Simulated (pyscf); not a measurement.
5 gas-phase steps of one pattern: four-centre exchange on the doublet surface, Cl–H + O–Si or F–H + Ge–O or F–H + O–Si broken and Cl–Si + H–O or F–Ge + H–O or F–Si + H–O formed. Structures and frequencies: ωB97X-D3(BJ)/def2-SVP in PySCF. Electronic energies in kcal/mol, from the separated reactants; ΔE‡ and ΔE at ωB97M-D3(BJ)/def2-TZVP. Rows were drawn at random from the steps of this pattern with a verified saddle, stable references and no exit in the data more than 5 kcal/mol lower.

```json
[
 {"row": "1", "step": "HO–SiH•–OH + HF → H₂O + HO–SiH•–F", "ΔE": "-10.3", "ΔE‡": "?"},
 {"row": "2", "step": "HF + HO–Si•(F)–F -> F–Si•(F)–F + H₂O", "ΔE": "-8.0", "ΔE‡": "9.9"},
 {"row": "3", "step": "HO–SiH•–Cl + HF → H₂O + F–SiH•–Cl", "ΔE": "-7.9", "ΔE‡": "14.1"},
 {"row": "4", "step": "HF + HO–Ge•(F)–F → F–Ge•(F)–F + H₂O", "ΔE": "-5.1", "ΔE‡": "3.2"},
 {"row": "5", "step": "HCl + HO–Si•(Cl)–Cl -> Cl–Si•(Cl)–Cl + H₂O", "ΔE": "+1.5", "ΔE‡": "11.8"}
]
```

Problem. Fit ΔE‡ = a + b·ΔE to the other rows and predict row 1.

Solution. Over the 4 complete rows the means are -4.9 (ΔE) and 9.8 (ΔE‡); least squares gives b = 0.02 and a = 9.8 kcal/mol, with residuals of 4.1 kcal/mol (root mean square; largest 6.5, row 4). For row 1: 9.8 + 0.02 × (-10.3) = 9.6 kcal/mol, an extrapolation. The computed barrier is 10.7 kcal/mol, 1.1 over the line. The scatter is large against the spread of the barriers, so the line says little here. Each barrier is that of the saddle found. Elements up to Kr have no core potential and no relativistic terms here.
